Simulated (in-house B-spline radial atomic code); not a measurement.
Kr. Computed with a B-spline radial atomic code. Model: all-electron spherical atom, spin shells full or empty, radial basis limit, no spin-orbit coupling, Breit or QED, empty-state partial waves extrapolated as (l+1/2)^-4, RPA, G0W0 and static COHSEX of the highest shell as one setting changes (uncorrelated shells keep exact exchange).

Empty levels are discrete states of a finite basis, so the steps are uneven.

Given: element Kr; charge 0; filled core Ar; hamiltonian one-electron scalar X2C; mean-field start PBE; highest l of empty states 9; nuclear rms radius 4.1884 fm; lowest nl shells left uncorrelated 0; highest mean-field shell 4p; box radius 40 bohr.

Shell: 3d 5 5, 4s 1 1, 4p 3 3 (electrons up and down).

| highest empty level kept (hartree) | RPA correlation energy (hartree) | G0W0 level (eV) | G0W0 minus most complete (meV) | COHSEX level (eV) | linearised minus solved G0W0 (meV) |
| --- | --- | --- | --- | --- | --- |
| 1 | -0.17753 | -12.803 | 1138.4 | -13.768 | -63.1 |
| 2 | -0.2948 | -13.093 | 848.4 | -14.584 | -72.7 |
| 3.5 | -0.41933 | -13.345 | 595.6 | -15.271 | -84.2 |
| 6 | -0.60001 | -13.583 | 357.6 | -15.852 | -96.6 |
| 10 | -0.80707 | -13.705 | 235.9 | -16.168 | -103.5 |
| 18 | -1.0648 | -13.794 | 147.3 | -16.408 | -108.7 |
| 30 | ? | ? | ? | ? | ? |
| 60 | ? | ? | ? | ? | ? |
| 120 | -1.9999 | -13.912 | 28.9 | -16.776 | -116.1 |
| 250 | -2.2727 | -13.929 | 12 | -16.832 | -117.2 |
| 600 | -2.459 | -13.937 | 4 | -16.86 | -117.7 |
| 2000 | -2.5892 | -13.941 | 0 | -16.873 | -118 |

(1) What follows for highest empty level kept = 30?

(2) What follows for highest empty level kept = 60?

Results:

(1) RPA correlation energy -1.3502 hartree; G0W0 level -13.85 eV; G0W0 minus most complete 91.2 meV; COHSEX level -16.568 eV; linearised minus solved G0W0 -112.2 meV.

(2) RPA correlation energy -1.6897 hartree; G0W0 level -13.889 eV; G0W0 minus most complete 52 meV; COHSEX level -16.692 eV; linearised minus solved G0W0 -114.6 meV.
